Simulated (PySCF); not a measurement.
# A diatomic session: CH

One table from this session's results is given with a row withheld; the runs are named, their logs left out.

Method: H def2-TZVPPD, C def2-TZVPPD, no relativity; program: PySCF 2.14.0.

Set-up of the first run:

Settings of the job:

```json
{"atoms": "H, C", "charge": "0", "basis": "H def2-TZVPPD, C def2-TZVPPD", "Hamiltonian": "no relativity", "basis functions": "54", "electrons treated": "7", "masses in u": "1.0078, 12.0000", "levels": "PBE0, PBE, r²SCAN, BHandHLYP, TPSS, PBEsol, B3LYP, LDA, LC-ωPBE, HF, MP2, SCS-MP2, CCSD, CCSD(T)", "grid": "80 radial by 434 angular points", "occupations": "held fixed by the projection of orbital angular momentum", "dissociation limit": "H + C, each in its ground configuration", "starting distance in angstrom": "1.030", "values of 2S to try": "1, 3"}
```

The run is started by

```bash
> OMP_NUM_THREADS=1 python dia.py task.json out
```

Steps of the session up to this table: Set-up; First curve: PBE0; Excited determinants; PBE (GGA); r²SCAN; BHandHLYP; TPSS; PBEsol; B3LYP (global hybrid GGA); LDA (local density); LC-ωPBE; UHF (mean field); MP2 and coupled cluster.

One of the session's tables, all rows but one given; the rest of the session is left out.

It belongs to the step «Constants by level of theory». 

| level | Re (Å) | ωe (cm⁻¹) | De (eV) |
| --- | --- | --- | --- |
| UHF | ? | ? | ? |
| UHF-MP2 | 1.113 | 2952 | 3.40 |
| UHF-SCS-MP2 | 1.114 | 2941 | 3.54 |
| UHF-CCSD | 1.120 | 2867 | 3.52 |
| UHF-CCSD(T) | 1.121 | 2849 | 3.55 |
| LDA | 1.141 | 2721 | 4.01 |
| PBE | 1.136 | 2735 | 3.68 |
| PBEsol | 1.141 | 2715 | 3.76 |
| TPSS | 1.130 | 2777 | 3.78 |
| r²SCAN | 1.126 | 2813 | 3.53 |
| B3LYP | 1.122 | 2832 | 3.70 |
| PBE0 | 1.124 | 2849 | 3.60 |
| BHandHLYP | 1.110 | 2955 | 3.59 |
| LC-ωPBE | 1.120 | 2919 | 3.54 |

Estimate the missing values for UHF.

The run gave: Re (Å): 1.105; ωe (cm⁻¹): 3037; De (eV): 2.46. In the column «Re (Å)» it is the lowest.
